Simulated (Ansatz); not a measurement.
# H3NOSi: molecular dynamics

Purpose: to follow the molecule's vibrations and see whether its bonds hold. The start is relaxed first. Runs: 500 steps of 0.5 fs at constant energy, with velocities drawn for 500 K. SMILES of the start: N[Si]O.

All numbers below are computed with Ansatz 0.2.0 (RKS LDA/def2-SVP).

### 1 Starting point

Bond lengths: N1–Si2 1.634 Å, Si2–O3 1.627 Å, N1–H4 1.005 Å, N1–H5 1.052 Å, O3–H6 0.966 Å. Angles: N1–Si2–O3 99.4°, Si2–N1–H4 110.4°, Si2–N1–H5 111.4°, H4–N1–H5 99.5°, Si2–O3–H6 117.3°.

Structure file:

```xyz
6

N    -0.8213   -0.0076   -0.2625
Si    0.6374   -0.6158   -0.6793
O     1.4889   -0.1964    0.6419
H    -1.4774   -0.1264   -1.0139
H    -0.7999    1.0436   -0.2150
H     1.0145   -0.1612    1.4826
```

### 2 Preparing the start

Contents of input.yaml:

```yaml
crystal:
  periodic: [false, false, false]
  atoms:
    - { symbol: "N", position_ang: [-0.8213, -0.0076, -0.2625] }
    - { symbol: Si, position_ang: [0.6374, -0.6158, -0.6793] }
    - { symbol: O, position_ang: [1.4889, -0.1964, 0.6419] }
    - { symbol: H, position_ang: [-1.4774, -0.1264, -1.0139] }
    - { symbol: H, position_ang: [-0.7999, 1.0436, -0.215] }
    - { symbol: H, position_ang: [1.0145, -0.1612, 1.4826] }
basis:
  gaussian: { orbitals: def2-SVP }
hamiltonian:
  xc: lda
relax:
  f_tol: 0.02
  max_steps: 40
```

Command:

```sh
$ ansatz run input.yaml --threads 1 --pin off --max-ram 2048MiB --backend cpu --events-out ev --progress --plain --runs-dir out
```

After this run come: The run.

Q: Predict the outcome of this session. Wanted: relaxation of the start; temperature, first and last step; temperature, second half; potential energy, second half; largest change of the total energy; bonds formed or broken.

The runs gave:

| quantity | value |
| --- | --- |
| relaxation of the start | 9 moves, 0.684 eV lower |
| length | 500 steps of 0.5 fs |
| temperature, first and last step | 500 and 179 K |
| temperature, second half | mean 253 K, from 60 to 434 K |
| potential energy, second half | +21 meV/atom from the start |
| largest change of the total energy | 0.30 meV/atom |
| bonds formed or broken | 0 |

The temperature starts at 500 K and averages 253 K in the second half, where it ranges from 60 to 434 K; a mean near half the start is what vibrations about a minimum give, since they share energy equally between motion and strain. The total energy strays from its start by at most 0.30 meV/atom, 1.4 % of the mean kinetic energy, which is good for a step of 0.5 fs. The bonds all hold. Averages from a run of 250 fs with 6 atoms are rough. The nuclei move classically, without zero-point motion, which matters most for hydrogen.
